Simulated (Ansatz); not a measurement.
Relaxation of BH$_{8}$NSi (11 atoms, charge 0, multiplicity 1), to a largest force component of 0.015 eV/Å in at most 40 steps.

Computed with RKS B3LYP/def2-SVP in Ansatz 0.2.0.

```xyz
11
Properties=species:S:1:pos:R:3
B 0.445 1.249 0.106
N 0.348 -0.156 0.610
Si -0.661 -1.173 -0.504
H -0.630 1.765 0.044
H 1.052 1.953 0.819
H 0.896 1.351 -0.990
H 1.350 -0.533 0.662
H -0.037 -0.152 1.558
H -1.999 -0.638 -0.516
H -0.029 -1.169 -1.811
H -0.668 -2.553 0.042
```

Problem. Where does it end, and by what steps?

Solution. It converged. After 4 steps the energy has fallen by 0.460 eV; B1 moved furthest, 0.15 Å.

```tsv
step	energy less start (eV)	largest force component (eV/Å)	accepted
0	0.0000	2.812	yes
1	-0.3566	1.676	yes
2	-0.4564	0.182	yes
3	-0.4150	0.641	no
4	-0.4599	0.012	yes
```

```xyz
11
Properties=species:S:1:pos:R:3
B 0.436 1.393 0.072
N 0.355 -0.188 0.608
Si -0.659 -1.211 -0.503
H -0.723 1.785 0.054
H 1.134 1.983 0.883
H 0.938 1.328 -1.043
H 1.312 -0.545 0.683
H -0.018 -0.180 1.562
H -2.021 -0.634 -0.503
H -0.007 -1.187 -1.832
H -0.683 -2.601 0.039
```

Run time: 19 s on 1 thread of Arm Neoverse V1, on a shared host, peak memory 0.16 GiB.
